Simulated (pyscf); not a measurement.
Thermochemistry of product channels of Cl–AlH–Cl + water (H₂O) on the singlet surface, in eV, from ωB97M-D3(BJ)/def2-TZVP energies (ideal gas, 1 atm, RRHO with modes under 100 cm⁻¹ raised to 100, one conformer, R ln 2 for rigid chiral ones). Optimised with ωB97X-D3(BJ)/def2-SVP in PySCF.

```json
[
 {"products": "hydrogen chloride (HCl) + HO–AlH–Cl", "ΔE": "+0.19", "ΔH(298 K)": "+0.12", "ΔG(600 K)": "+0.12", "ΔG(1200 K)": "+0.08"},
 {"products": "HO–Al(Cl)–Cl + hydrogen (H₂)", "ΔE": "-1.18", "ΔH(298 K)": "-1.28", "ΔG(600 K)": "-1.16", "ΔG(1200 K)": "-1.12"}
]
```

These are energies of the channels, which say nothing of barriers.
